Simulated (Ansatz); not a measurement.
C3H3 (`[CH]1C=C1`) radical. Charge 0, multiplicity 2.

```xyz
6

C     0.545    0.267    0.705
C    -0.280   -0.709    0.018
C     0.125    0.316   -0.683
H     0.292    0.932    1.531
H    -0.829   -1.636    0.057
H     0.147    0.831   -1.629
```

**Question.** What are the harmonic wavenumbers in cm⁻¹ at PBE0-D4/def2-TZVP (Ansatz, finite differences of forces, unscaled)? (Estimate.)

**Answer.** Ansatz gave: 622, 722, 893, 919, 977, 989, 1042, 1262, 1684, 3091, 3262, 3308.

**Question.** Is this a minimum?

**Answer.** Yes, all 12 modes are real.

**Question.** Give the ideal-gas thermochemistry at 298.15 K and 1 bar (rigid rotor, harmonic oscillator; point group Cs, symmetry number 1).

**Answer.** Zero-point energy 112.3 kJ/mol; H(298) − E = 123.5 kJ/mol; entropy 252.5 J/(mol·K), of which translation 154.6, rotation 86.8, vibration 5.4, electronic 5.8; G(298) − E = 48.2 kJ/mol.

**Question.** And at 400, 500, 600, 800 and 1000 K?

**Answer.** 
| T (K) | H − E (kJ/mol) | S (J/mol/K) | G − E (kJ/mol) |
| --- | --- | --- | --- |
| 400 | 129.3 | 269.1 | 21.6 |
| 500 | 136.1 | 284.3 | -6.1 |
| 600 | 143.8 | 298.3 | -35.2 |
| 800 | 161.2 | 323.3 | -97.4 |
| 1000 | 180.7 | 345.0 | -164.3 |

**Question.** Rotational constants (cm⁻¹)?

**Answer.** 1.072, 0.9001, 0.5034.
